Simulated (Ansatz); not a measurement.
C5H12O can be A, `CCC(O)CC`, or B, `CCCCOC`.

Calculated with Ansatz (gas phase, PBE0-D4/def2-TZVP geometries, no zero-point term in ΔE). CBS: MP2 limit from def2 TZ/QZ plus the TZ coupled-cluster correction, frozen cores. Functionals use def2-TZVPP. Each species was taken in one conformer, which may not be the lowest.

Task: Which is lower in electronic energy at CCSD(T)/CBS, and by how much? (Estimate.)

Result: Computed: A, by 55.0 kJ/mol.

Task: Give E(B) − E(A) in kJ/mol with LDA (SPW92), ωB97M-V, CCSD/def2-TZVPP, CCSD(T)/def2-TZVPP, PBE-D4, B2PLYP, MP2/def2-TZVPP. (An estimate is asked.)

Result: Ansatz gave: LDA (SPW92) 55.4, ωB97M-V 53.1, CCSD/def2-TZVPP 51.6, CCSD(T)/def2-TZVPP 53.2, PBE-D4 50.2, B2PLYP 47.1, MP2/def2-TZVPP 57.2. None reverses the order clearly.

Largest T1 diagnostic: 0.009.

The D4 term adds +4.9 kJ/mol with B3LYP and +2.6 kJ/mol with PBE0; it sums over pairs of atoms, weighted by their polarisabilities, and B3LYP, whose exchange is more repulsive, gets the larger term. Leaving LDA and LC-ωPBE aside and taking each functional with its dispersion term where it has one, the values, not all of them listed here, spread over 8.3 kJ/mol, from BLYP-D4 to PBE-QIDH. LDA lies +8.2 kJ/mol from PBE without D4.

B3LYP here is the variant with VWN-RPA as its local correlation; programs differ in this.
